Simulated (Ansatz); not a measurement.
The same path of AlClFH (4 atoms, charge 0, multiplicity 1) was run twice with different band settings. Lost on the way: Al1–H2, Al1–Cl3. Made: H2–Cl3.

All numbers below come from Ansatz 0.2.0, RKS PBE0-D4/6-31G*.

Relaxed end points:

```xyz
4
Properties=species:S:1:pos:R:3
Al 0.354 0.000 0.337
H 0.072 0.000 1.882
Cl 2.302 0.000 -0.422
F -0.894 0.000 -0.737
```

```xyz
4
Properties=species:S:1:pos:R:3
Al -1.617 0.000 -0.288
H 2.210 0.000 1.981
Cl 1.663 0.000 0.818
F -0.422 0.000 -1.453
```

Common settings: spring 5.0 eV/Å²; optimiser quadratic models (default); start path through a guess of the saddle point; force threshold 0.05 eV/Å; iteration limit 60; end points relaxed.

| run | movable images | climbing image |
| --- | --- | --- |
| 1 | 7 | yes |
| 2 | 3 | no |

Problem. What does each run give, and how far can it be trusted?

Solution. Run 1: converged after 39 iterations, highest image 3.063 eV above the first end. Neighbouring images differ by up to 2.1 eV, so the band resolves the path poorly. A vibrational analysis at the climbing image gives one clearly imaginary mode, 1063i cm⁻¹: a first-order saddle point.
Run 2: converged after 18 iterations, highest image 2.399 eV above the first end. Neighbouring images differ by up to 2.2 eV, so the band resolves the path poorly. No image climbed, so the highest image needn't sit at the top of the path. So few images can step over the top or miss a turn of the path.
The orbitals stay closed-shell, which can raise the energy where a bond breaks towards radicals; this wasn't checked here.
